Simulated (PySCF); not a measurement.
# SiH4O (silanol) at 6 levels

Wanted: a comparison of 6 runs (SCAN0/ANO-RCC-MB, LC-BLYP/cc-pVDZ, M05-D3(0)/pc-1, M05-D3(0)/def2-TZVPPD, M05/def2-TZVPPD) of SiH4O (silanol). Input form: a Python script.

The results are computed with PySCF 2.14.0.

3 further runs of the same task are left out: 1 that didn't finish, 2 set aside as unsound or not needed.

## Step 1: Starting point

SiH4O: 6 atoms, total charge 0, spin state singlet. SMILES: `O[SiH3]`. The shape is that of a PBE0-D4/def2-TZVP optimisation.

Bond lengths: O1–Si2 1.648 Å, O1–H3 0.957 Å, Si2–H4 1.489 Å, Si2–H5 1.481 Å, Si2–H6 1.489 Å. Angles: O1–Si2–H4 111.7°, O1–Si2–H5 105.9°, O1–Si2–H6 111.7°, Si2–O1–H3 117.9°, H4–Si2–H5 109.9°, H4–Si2–H6 107.9°, H5–Si2–H6 109.9°.

## Step 2: A single-point energy at SCAN0/ANO-RCC-MB (density fitting with def2-universal-jkfit, COSMO cyclohexane) (run 1)

Input file input.py:

```python
from pyscf import gto, dft, solvent

mol = gto.M(
    atom='''
O
Si 1 1.647706
H 1 0.957473 2 117.85986
H 2 1.488968 1 111.66652 3 -60.47821
H 2 1.480514 4 109.85598 1 117.21614
H 2 1.489025 5 109.8626 4 -118.50774
''',
    verbose=4,
    basis='ano-rcc-mb',
    spin=0,
    max_memory=1860,
)

ks = dft.RKS(mol, xc='scan0')
ks = ks.density_fit(auxbasis='def2-universal-jkfit')
ks = ks.PCM()
ks.with_solvent.method = 'COSMO'
ks.with_solvent.eps = 2.0165  # cyclohexane
ks.kernel()

e_tot = ks.e_tot
print('E(%s) = %.9f' % ('SCAN0', e_tot))
dip = ks.dip_moment()
pop, q = ks.mulliken_pop()
```

Run with:

```sh
$ OMP_NUM_THREADS=1 python input.py
```

Output:

```text
PySCF version 2.14.0

[... 61 lines left out ...]
Solvent Energy = -9.12921938247749e-05
[... 7 lines left out ...]
Solvent Energy = -0.00177450819180038
[... 7 lines left out ...]
Solvent Energy = -0.00255712342718484
[... 7 lines left out ...]
Solvent Energy = -0.00256743433705664
[... 7 lines left out ...]
Solvent Energy = -0.00256734434836235
[... 3 lines left out ...]
Dipole moment(X, Y, Z, Debye):  0.30895, -0.00010,  1.60686
[... 25 lines left out ...]
charge of    5H =     -0.04981
```

Wall time 4.5 s (1 thread of AMD EPYC 9R45 (Zen 5), shared host); peak memory 0.23 GiB.

## Step 3: The energy at SCAN0/ANO-RCC-MB (sfX2C, density fitting with def2-universal-jkfit, COSMO cyclohexane) (run 2)

Input file input.py:

```python
from pyscf import gto, dft, solvent

mol = gto.M(
    atom='''
O
Si 1 1.647706
H 1 0.957473 2 117.85986
H 2 1.488968 1 111.66652 3 -60.47821
H 2 1.480514 4 109.85598 1 117.21614
H 2 1.489025 5 109.8626 4 -118.50774
''',
    basis='ano-rcc-mb',
    spin=0,
    verbose=4,
    max_memory=1860,
)

mf = dft.RKS(mol)
mf.xc = 'scan0'
mf = mf.x2c()
mf = mf.density_fit(auxbasis='def2-universal-jkfit')
mf = mf.PCM()
mf.with_solvent.method = 'COSMO'
mf.with_solvent.eps = 2.0165  # cyclohexane
mf.kernel()

e_final = mf.e_tot
print(f'total energy: {e_final:.8f} hartree')
mf.analyze()
```

Run with:

```sh
$ OMP_NUM_THREADS=1 python input.py
```

Output:

```text
PySCF version 2.14.0

[... 53 lines left out ...]
WARN: PCM is an experimental feature. It is still in testing.
[... 27 lines left out ...]
Solvent Energy = -0.00255489316765128
[... 17 lines left out ...]
converged SCF energy = -367.611862388323
[... 5 lines left out ...]
Two-electron Energy =                  202.510463864528219
[... 6 lines left out ...]
MO #3   energy= -5.62974155253259  occ= 2
[... 4 lines left out ...]
MO #8   energy= -0.644448834452986 occ= 2
[... 4 lines left out ...]
MO #13  energy= -0.33566465155593  occ= 2
[... 4 lines left out ...]
MO #18  energy= 0.354443729628128  occ= 0
[... 27 lines left out ...]
Dipole moment(X, Y, Z, Debye):  0.31473, -0.00010,  1.60506
```

Wall time 4.8 s (1 thread of AMD EPYC 9R45 (Zen 5), shared host); peak memory 0.23 GiB.

Runs 3 to 5 aren't shown in full; the table further down has their settings and results.

## Step 4: Localised orbitals at M05/def2-TZVPPD (COSMO chlorobenzene) (run 6)

Input file job.py:

```python
import numpy
from pyscf import gto, dft, lo, solvent

mol = gto.M(
    atom='''
O      0.636700    -1.030300     0.419000
Si    -0.035700     0.346500    -0.187000
H      0.069100    -1.629200     0.904700
H     -1.128300     0.045700    -1.152800
H      1.060500     1.064900    -0.875600
H     -0.602300     1.202400     0.891700
''',
    max_memory=1860,
    charge=0,
    basis='def2-tzvppd',
    verbose=4,
    spin=0,
)

mf = dft.RKS(mol)
mf.xc = 'm05'
mf = mf.PCM()
mf.with_solvent.method = 'COSMO'
mf.with_solvent.eps = 5.6968
mf.kernel()

e_final = mf.e_tot
print('E(%s) = %.9f' % ('M05', e_final))
occ = mf.mo_coeff[:, 0:mol.nelec[0]]
loc = lo.cholesky_mos(occ)
r1 = numpy.einsum('xij,ip,jp->px', mol.intor('int1e_r'), loc, loc)
spread = numpy.einsum('ij,ip,jp->p', mol.intor('int1e_r2'), loc, loc) - (r1 ** 2).sum(1)
centres = r1 * 0.529177
print('orbital  centre (A)  spread (bohr^2)')
for i, (c, s) in enumerate(zip(centres, spread), 1):
    print('%3d %9.4f %9.4f %9.4f %9.4f' % (i, *c, s))
```

Run with:

```sh
$ OMP_NUM_THREADS=1 python job.py
```

Output:

```text
PySCF version 2.14.0

[... 49 lines left out ...]
WARN: PCM is an experimental feature. It is still in testing.
[... 13 lines left out ...]
Solvent Energy = -0.00854490858093322
[... 7 lines left out ...]
Solvent Energy = -0.00474690830620894
[... 7 lines left out ...]
Solvent Energy = -0.00467536829564667
[... 7 lines left out ...]
Solvent Energy = -0.00467941286714433
[... 7 lines left out ...]
Solvent Energy = -0.00467884001896419
[... 5 lines left out ...]
converged SCF energy = -367.167256696331
[... 6 lines left out ...]
 13   -0.5215    0.6697    0.0142    7.3068
```

It took 20 s on 1 thread of AMD EPYC 9R45 (Zen 5), shared host; peak memory 1.2 GiB.

## Step 5: All runs side by side

```tsv
run	level	task	integral approximation	energy (Eh)	dipole moment (D)	HOMO energy (eV)	LUMO energy (eV)	wall time
1	SCAN0/ANO-RCC-MB (density fitting with def2-universal-jkfit, COSMO cyclohexane)	energy	def2-universal-jkfit	-366.814145	1.64	-9.13	2.17	4.5 s
2	SCAN0/ANO-RCC-MB (sfX2C, density fitting with def2-universal-jkfit, COSMO cyclohexane)	energy	def2-universal-jkfit	-367.611862	1.64	-9.13	2.15	4.8 s
3	LC-BLYP/cc-pVDZ (sfX2C, SMD pyridine)	localise	none	-367.362124	1.55	-10.55	2.68	19 s
4	M05-D3(0)/pc-1 (COSMO chlorobenzene)	localise	none	-367.097151	1.63	-8.62	0.72	5.1 s
5	M05-D3(0)/def2-TZVPPD (COSMO chlorobenzene)	localise	none	-367.167914	1.56	-8.70	-0.06	20 s
6	M05/def2-TZVPPD (COSMO chlorobenzene)	localise	none	-367.167257	1.56	-8.70	-0.06	20 s
```

## Step 6: Summary of results

| quantity | value |
| --- | --- |
| run 6: total energy | -367.16726 Eh |
| run 6: dipole moment | 1.56 D |
| run 6: HOMO energy | -8.70 eV |
| run 6: LUMO energy | -0.06 eV |
| run 6: HOMO–LUMO gap | 8.65 eV |
| run 6: solvent term in the energy | -12.3 kJ/mol |

What this shows: The dipole moment (its size) runs from 1.55 D (LC-BLYP/cc-pVDZ) to 1.64 D (SCAN0/ANO-RCC-MB). The two ends differ in method and basis and solvent and Hamiltonian. The HOMO–LUMO gap runs from 8.65 eV (M05-D3(0)/def2-TZVPPD) to 13.23 eV (LC-BLYP/cc-pVDZ). Totals of different functionals can't be ranked against each other. Some runs of one species differ in core potentials or relativity; totals across that change don't compare. In runs 1, 2 the basis is minimal, so the values are rough. In run 1 relativity is left out where basis or elements ask for it. All runs together took 74 s, the longest 20 s.
